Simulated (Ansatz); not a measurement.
# BClH3Si radical: an energy map over bond length Si1–B2 and angle Si1–B2–Cl3

Aim: map the energy of BClH3Si, SMILES [SiH2]BCl, spin multiplicity 2 over two coordinates, and find its wells, ridges and stiffness.

Program: Ansatz 0.2.0. Level of theory: UKS PBE0-D4/def2-TZVP. These are calculated values, not measurements.

## 1. The system as given

SMILES `[SiH2]BCl`, 6 atoms, charge 0, spin multiplicity 2.

Atoms are counted from 1 here; the program's logs count them from 0.

Bond lengths: Si1–B2 1.950 Å, Si1–H4 1.501 Å, Si1–H5 1.501 Å, B2–Cl3 1.766 Å, B2–H6 1.215 Å. Angles: B2–Si1–H4 124.2°, B2–Si1–H5 123.1°, H4–Si1–H5 112.6°, Si1–B2–Cl3 120.8°, Si1–B2–H6 121.2°, Cl3–B2–H6 118.1°.

Coordinates:

```
Si   -0.68733    0.45959   -0.48035
B     0.76782   -0.33741    0.54483
Cl    0.97185   -2.08992    0.61139
H    -1.70147   -0.32649   -1.25860
H    -0.90981    1.94080   -0.57233
H     1.55893    0.35341    1.15505
```

This geometry comes from a loose relaxation at PBE in a small basis, which is not shown.

## 2. The minimum at this level

File input.yaml:

```yaml
crystal:
  periodic: [false, false, false]
  atoms:
    - { symbol: Si, position_ang: [-0.687331, 0.459592, -0.480347] }
    - { symbol: B, position_ang: [0.767825, -0.337407, 0.544832] }
    - { symbol: Cl, position_ang: [0.971847, -2.089916, 0.611391] }
    - { symbol: H, position_ang: [-1.701466, -0.326487, -1.258597] }
    - { symbol: H, position_ang: [-0.909809, 1.940804, -0.572334] }
    - { symbol: H, position_ang: [1.558933, 0.353414, 1.155045] }
magnetization:
  spin_polarized: true
  initial_magnetization: 1
basis:
  gaussian: { orbitals: def2-TZVP }
hamiltonian:
  xc: pbe0
  dispersion: d4
output:
  forces: true
relax:
  f_tol: 0.003
  max_steps: 120
```

Launch:

```bash
$ ansatz run input.yaml --threads 1 --pin off --max-ram 2560MiB --backend cpu --events-out ev --progress --plain --runs-dir out
```

The log of the run (excerpt; [...] marks lines left out):

```text
Warning: RAYON_NUM_THREADS=1 ignored (pool sized by the plan → 1); use --threads N
[...]
Functional definition: PBE0
[...]
837 factors; their error is unknown
[...]
mean field -21117.04767305 eV, -776.0371883357 hartree, gradient 1.5e-5 eV, S^2 0.755586; 0 other end points of the search recorded, 0 dependent functions left out
[...]
reference -21117.04770483 eV, -776.0371895035 hartree; 20, 19 occupied and 103, 104 virtual orbitals, 837 factors
relax step   1: F+E_penalty+E_count = -21117.15034880 eV  Δ(F+E_penalty+E_count) = +0.000e0 eV  max|allowed force component| = 3.650e-1 eV/Å  Δτ_max = 0.0000 Å  (30 SCF iters, accepted)
[...]
relax step   4: F+E_penalty+E_count = -21117.16779531 eV  Δ(F+E_penalty+E_count) = -3.457e-5 eV  max|allowed force component| = 7.938e-3 eV/Å  Δτ_max = 0.0019 Å  (26 SCF iters, accepted)
[...]
relax step   5: F+E_penalty+E_count = -21117.16779799 eV  Δ(F+E_penalty+E_count) = -2.676e-6 eV  max|allowed force component| = 1.025e-3 eV/Å  Δτ_max = 0.0008 Å  (23 SCF iters, accepted)
837 factors; their error is unknown
mean field -21117.06458876 eV, -776.0378099766 hartree, gradient 4.6e-5 eV, S^2 0.755487; 1 other end points of the search recorded, 0 dependent functions left out
[...]
reference -21117.06462049 eV, -776.0378111424 hartree; 20, 19 occupied and 103, 104 virtual orbitals, 837 factors
Total energy: -21117.16782971 eV, -776.0416040113 hartree
Atom 0 at    -0.683183     0.458466    -0.477336 Å, force     0.000251    -0.000522     0.000163 eV/Å
Atom 1 at     0.762786    -0.327796     0.541659 Å, force    -0.001025     0.000236    -0.000746 eV/Å
Atom 2 at     0.957615    -2.067156     0.601687 Å, force     0.000271     0.000435     0.000224 eV/Å
Atom 3 at    -1.678659    -0.328086    -1.241657 Å, force    -0.000109     0.000329    -0.000070 eV/Å
Atom 4 at    -0.901727     1.920944    -0.567801 Å, force    -0.000160    -0.000092    -0.000117 eV/Å
Atom 5 at     1.543166     0.343627     1.143438 Å, force     0.000772    -0.000386     0.000546 eV/Å
Dipole moment:    -0.169026     0.218726    -0.113116 e Å
```

Run time: 34 s. Hardware: 1 thread of Intel Xeon Platinum 8259CL at 2.50GHz (Skylake/Cascade Lake), shared host; peak memory 0.29 GiB.

Along the way:

```csv
step,energy from step 1 (eV),largest force component (eV/Å)
1,0.0000,0.3650
2,-0.0159,0.1618
3,-0.0174,0.0406
4,-0.0174,0.0079
5,-0.0174,0.0010
```

Distances of close pairs at the start and the end, largest changes first:

```
  bond  before (Å)  after (Å)  change (Å)
 B2–H6       1.215      1.192      -0.022
Si1–H4       1.501      1.481      -0.020
Si1–H5       1.501      1.481      -0.019
Si1–B2       1.950      1.936      -0.014
B2–Cl3       1.766      1.751      -0.014
```

## 3. Setting up the map

- bond length Si1–B2: 9 values from 1.665 to 2.710 Å
- angle Si1–B2–Cl3: 9 values from 85.3 to 155.3 °

Nothing else is relaxed (all other coordinates rigid). Energies count from the relaxed molecule at the same level. Points are written as (first, second).

Of the runs on the grid, 3 are shown in the steps below; the others differ only in the two coordinates.

## 4. The run at (1.926 Å, 120.3°)

File input.yaml:

```yaml
crystal:
  periodic: [false, false, false]
  atoms:
    - { symbol: Si, position_ang: [-0.683195, 0.458428, -0.477347] }
    - { symbol: B, position_ang: [0.755454, -0.323809, 0.536492] }
    - { symbol: Cl, position_ang: [0.950283, -2.063169, 0.59652] }
    - { symbol: H, position_ang: [-1.678657, -0.328151, -1.241659] }
    - { symbol: H, position_ang: [-0.901765, 1.920901, -0.567831] }
    - { symbol: H, position_ang: [1.535834, 0.347614, 1.138271] }
magnetization:
  spin_polarized: true
  initial_magnetization: 1
basis:
  gaussian: { orbitals: def2-TZVP }
hamiltonian:
  xc: pbe0
  dispersion: d4
output:
  forces: true
```

Launch:

```bash
$ ansatz run input.yaml --threads 1 --pin off --max-ram 2560MiB --backend cpu --events-out ev --progress --plain --runs-dir out
```

The log of the run (excerpt; [...] marks lines left out):

```text
Warning: RAYON_NUM_THREADS=1 ignored (pool sized by the plan → 1); use --threads N
[...]
[... 1 set-up line as earlier in the session ...]
[...]
837 factors; their error is unknown
[...]
mean field -21117.06364547 eV, -776.0377753113 hartree, gradient 1.4e-5 eV, S^2 0.755452; 0 other end points of the search recorded, 0 dependent functions left out
[...]
reference -21117.06367717 eV, -776.0377764763 hartree; 20, 19 occupied and 103, 104 virtual orbitals, 837 factors
Total energy: -21117.16702704 eV, -776.0415745140 hartree
Atom 0 at    -0.683195     0.458428    -0.477347 Å, force    -0.118392     0.064107    -0.083442 eV/Å
Atom 1 at     0.755454    -0.323809     0.536492 Å, force     0.112988    -0.051962     0.080066 eV/Å
Atom 2 at     0.950283    -2.063169     0.596520 Å, force     0.005087    -0.012373     0.003136 eV/Å
Atom 3 at    -1.678657    -0.328151    -1.241659 Å, force    -0.002332     0.002264    -0.001602 eV/Å
Atom 4 at    -0.901765     1.920901    -0.567831 Å, force    -0.002300     0.000636    -0.001646 eV/Å
Atom 5 at     1.535834     0.347614     1.138271 Å, force     0.004950    -0.002672     0.003487 eV/Å
Dipole moment:    -0.171345     0.220723    -0.114715 e Å
```

It took 6.1 s on 1 thread of Intel Xeon Platinum 8259CL at 2.50GHz (Skylake/Cascade Lake), shared host; peak memory 0.27 GiB.

Energy on the map's scale: 0.08 kJ/mol.

## 5. The run at (2.449 Å, 120.3°)

File input.yaml:

```yaml
crystal:
  periodic: [false, false, false]
  atoms:
    - { symbol: Si, position_ang: [-0.683199, 0.458418, -0.47735] }
    - { symbol: B, position_ang: [1.146111, -0.536234, 0.811794] }
    - { symbol: Cl, position_ang: [1.34094, -2.275593, 0.871822] }
    - { symbol: H, position_ang: [-1.678661, -0.328161, -1.241662] }
    - { symbol: H, position_ang: [-0.901769, 1.92089, -0.567834] }
    - { symbol: H, position_ang: [1.926492, 0.13519, 1.413573] }
magnetization:
  spin_polarized: true
  initial_magnetization: 1
basis:
  gaussian: { orbitals: def2-TZVP }
hamiltonian:
  xc: pbe0
  dispersion: d4
output:
  forces: true
```

Launch:

```bash
$ ansatz run input.yaml --threads 1 --pin off --max-ram 2560MiB --backend cpu --events-out ev --progress --plain --runs-dir out
```

The log of the run (excerpt; [...] marks lines left out):

```text
Warning: RAYON_NUM_THREADS=1 ignored (pool sized by the plan → 1); use --threads N
[...]
[... 1 set-up line as earlier in the session ...]
[...]
837 factors; their error is unknown
[...]
mean field -21115.92554901 eV, -775.9959510378 hartree, gradient 7.1e-5 eV, S^2 0.759158; 0 other end points of the search recorded, 0 dependent functions left out
[...]
reference -21115.92558207 eV, -775.9959522525 hartree; 20, 19 occupied and 103, 104 virtual orbitals, 837 factors
Total energy: -21116.02997997 eV, -775.9997888047 hartree
Atom 0 at    -0.683199     0.458418    -0.477350 Å, force     2.244928    -1.205458     1.582750 eV/Å
Atom 1 at     1.146111    -0.536234     0.811794 Å, force    -1.954968     0.488137    -1.404895 eV/Å
Atom 2 at     1.340940    -2.275593     0.871822 Å, force    -0.219352     0.647718    -0.129577 eV/Å
Atom 3 at    -1.678661    -0.328161    -1.241662 Å, force     0.049113    -0.086987     0.031759 eV/Å
Atom 4 at    -0.901769     1.920890    -0.567834 Å, force     0.069120     0.011155     0.051019 eV/Å
Atom 5 at     1.926492     0.135190     1.413573 Å, force    -0.188841     0.145434    -0.131056 eV/Å
Dipole moment:     0.006362     0.075576     0.008223 e Å
```

Run time: 5.6 s. Hardware: 1 thread of Intel Xeon Platinum 8259CL at 2.50GHz (Skylake/Cascade Lake), shared host; peak memory 0.27 GiB.

That is 110 kJ/mol from the zero.

## 6. Grid point (1.795 Å, 94.1°)

File input.yaml:

```yaml
crystal:
  periodic: [false, false, false]
  atoms:
    - { symbol: Si, position_ang: [-0.789242, -0.340035, -0.59258] }
    - { symbol: B, position_ang: [0.657602, -0.270601, 0.467535] }
    - { symbol: Cl, position_ang: [0.852432, -2.009961, 0.527563] }
    - { symbol: H, position_ang: [-1.389318, -1.599343, -1.090451] }
    - { symbol: H, position_ang: [-1.504857, 0.870766, -1.05803] }
    - { symbol: H, position_ang: [1.437983, 0.400822, 1.069314] }
magnetization:
  spin_polarized: true
  initial_magnetization: 1
basis:
  gaussian: { orbitals: def2-TZVP }
hamiltonian:
  xc: pbe0
  dispersion: d4
output:
  forces: true
```

Launch:

```bash
$ ansatz run input.yaml --threads 1 --pin off --max-ram 2560MiB --backend cpu --events-out ev --progress --plain --runs-dir out
```

The log of the run (excerpt; [...] marks lines left out):

```text
Warning: RAYON_NUM_THREADS=1 ignored (pool sized by the plan → 1); use --threads N
[...]
[... 1 set-up line as earlier in the session ...]
[...]
837 factors; their error is unknown
[...]
mean field -21116.35667271 eV, -776.0117945416 hartree, gradient 1.4e-5 eV, S^2 0.755279; 0 other end points of the search recorded, 0 dependent functions left out
[...]
reference -21116.35670287 eV, -776.0117956499 hartree; 20, 19 occupied and 103, 104 virtual orbitals, 837 factors
Total energy: -21116.45849902 eV, -776.0155365893 hartree
Atom 0 at    -0.789242    -0.340035    -0.592580 Å, force    -2.534534     1.381142    -1.785981 eV/Å
Atom 1 at     0.657602    -0.270601     0.467535 Å, force     1.791377    -0.053533     1.305955 eV/Å
Atom 2 at     0.852432    -2.009961     0.527563 Å, force     1.227511    -1.608485     0.820532 eV/Å
Atom 3 at    -1.389318    -1.599343    -1.090451 Å, force     0.045653     0.115233     0.038793 eV/Å
Atom 4 at    -1.504857     0.870766    -1.058030 Å, force    -0.281238     0.030413    -0.203988 eV/Å
Atom 5 at     1.437983     0.400822     1.069314 Å, force    -0.248769     0.135231    -0.175312 eV/Å
Dipole moment:    -0.129441     0.056982    -0.091853 e Å
```

Wall time 8.1 s (1 thread of Intel Xeon Platinum 8259CL at 2.50GHz (Skylake/Cascade Lake), shared host); peak memory 0.28 GiB.

On the map this point reads 68 kJ/mol.

## 7. The map

81 points were computed. Energies in kJ/mol, from the relaxed molecule at the same level:

| angle Si1–B2–Cl3 (°) ↓, bond length Si1–B2 (Å) → | 1.665 | 1.795 | 1.926 | 2.057 | 2.187 | 2.318 | 2.449 | 2.579 | 2.710 |
| --- | --- | --- | --- | --- | --- | --- | --- | --- | --- |
| 155.3 | 137 | 78 | 65 | 78 | 105 | 138 | 174 | 210 | 245 |
| 146.6 | 115 | 53 | 37 | 49 | 75 | 109 | 146 | 184 | 221 |
| 137.8 | 99 | 34 | 17 | 28 | 54 | 88 | 126 | 165 | 204 |
| 129.1 | 89 | 23 | 4 | 15 | 41 | 76 | 114 | 154 | 193 |
| 120.3 | 87 | 19 | 0 | 10 | 36 | 71 | 110 | 150 | 190 |
| 111.6 | 92 | 24 | 5 | 14 | 40 | 75 | 114 | 154 | 193 |
| 102.8 | 108 | 39 | 19 | 29 | 54 | 89 | 127 | 166 | 205 |
| 94.1 | 139 | 68 | 47 | 55 | 80 | 113 | 150 | 188 | 225 |
| 85.3 | 197 | 120 | 94 | 99 | 121 | 152 | 187 | 222 | 256 |

The dipole moment (D) at each point:

```
angle Si1–B2–Cl3 (°) ↓, bond length Si1–B2 (Å) →  1.665  1.795  1.926  2.057  2.187  2.318  2.449  2.579  2.710
                                           155.3   1.69   1.65   1.51   1.29   1.01   0.70   0.42   0.37   0.62
                                           146.6   1.78   1.71   1.54   1.30   1.00   0.68   0.38   0.35   0.61
                                           137.8   1.82   1.74   1.55   1.30   0.99   0.66   0.37   0.34   0.61
                                           129.1   1.80   1.71   1.53   1.27   0.97   0.64   0.37   0.36   0.62
                                           120.3   1.70   1.63   1.45   1.21   0.92   0.61   0.37   0.39   0.64
                                           111.6   1.51   1.46   1.31   1.09   0.83   0.55   0.36   0.43   0.69
                                           102.8   1.21   1.19   1.08   0.90   0.68   0.46   0.36   0.49   0.75
                                            94.1   0.81   0.81   0.73   0.60   0.44   0.32   0.38   0.57   0.83
                                            85.3   0.41   0.36   0.27   0.16   0.13   0.28   0.48   0.70   0.93
```

## 8. Results

```
               quantity                                                                            value
           lowest point                                                   (1.926 Å, 120.3°), 0.08 kJ/mol
 highest computed point                                    (2.710 Å, 85.3°), 256 kJ/mol above the lowest
      dipole moment (D)  0.13 at (2.187 Å, 85.3°) to 1.82 at (1.665 Å, 137.8°); 1.45 at the lowest point
time for the whole task                                                  10 min on 1 thread, shared host
```

The lowest computed point is at (1.926 Å, 120.3°), 0.08 kJ/mol from the relaxed molecule at the same level. The grid is coarse, so the lowest point of the scanned range may lie between grid points; coordinates that were held can hide deeper minima. No other kind of well shows on this grid. The highest computed point, (2.710 Å, 85.3°), lies 256 kJ/mol above the lowest. Round the minimum the two coordinates are nearly uncoupled.
